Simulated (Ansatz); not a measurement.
# AlF₂ (doublet): the correlation ladder, def2-QZVPP

An exercise on one series of results from a longer session: the logs are not shown, and one member is left open.

Method: def2-QZVPP, core rule «outside noble gas», up to 7 orbitals frozen; program: Ansatz 0.2.0, Gaussian basis.

To be run: UHF; ROHF; CCSD(T) on UHF.

## The system

The geometry is a PBE0/def2-TZVP stationary point (not a proven minimum) of the parent state, kept for this charge and spin.

3 atoms, charge 0, spin multiplicity 2.

Atoms are counted from 1 here; the program's logs count them from 0.

Bond lengths: Al1–F2 1.811 Å, Al1–F3 1.811 Å. Angles: F2–Al1–F3 65.9°.

Geometry (Å):

```xyz
3
AlF2
Al    0.0000   -0.8889   -0.0005
F     0.0000    0.6318   -0.9848
F     0.0000    0.6307    0.9855
```

The first run:

Input file in.yaml:

```yaml
crystal:
  periodic: [false, false, false]
  atoms:
    - {symbol: Al, position_ang: [0.000000, -0.888930, -0.000475]}
    - {symbol: F, position_ang: [0.000000, 0.631755, -0.984846]}
    - {symbol: F, position_ang: [0.000000, 0.630704, 0.985520]}
basis:
  gaussian: {orbitals: "def2-QZVPP.json"}
magnetization: {spin_polarized: true, initial_magnetization: 1}
hamiltonian: {xc: hf}
output: {orbitals: {seedname: orbitals}}
```

Started as:

```
ansatz run in.yaml --threads 1 --pin off --events-out ev --progress --plain --max-ram 2393MiB
```

Steps of the session up to this table: UHF; ROHF; CCSD(T) on UHF.

One of the session's tables, all rows but one given; the rest of the session is left out.

```
  method  from UCCSD(T) (meV)
    ROHF             +17388.6
     UHF                    ?
    UMP2               +382.6
   UCCSD               +603.8
UCCSD(T)                    0
```

Q: Estimate the row for UHF from the others.

**Answer.** from UCCSD(T) (meV): +17373.1. In the column «from UCCSD(T) (meV)» it lies between UCCSD (+603.8) and ROHF (+17388.6).
